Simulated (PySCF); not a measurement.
Computed shifts of a molecule C₂H₄O₂, PBE0/pcSseg-1 (PySCF), GIAO, gas phase, equivalent atoms averaged, in ppm (number of nuclei): ¹³C: 175.3 (1), 22.0 (1). ¹H: 5.84 (1), 2.29 (3). References: ¹³C against TMS (σ = 186.3 ppm); ¹⁷O against H2O (σ = 334.2 ppm); ¹H against TMS (σ = 31.56 ppm), references at their B3LYP-D3(BJ)/def2-TZVP geometries, non-relativistic. Geometry: PBE0-D3(BJ)/def2-SVP. The values are those of a single conformer.

Task: Which molecule gave these data?
A) C1OCO1
B) COC=O
C) CC(=O)O

Result: C, CC(=O)O
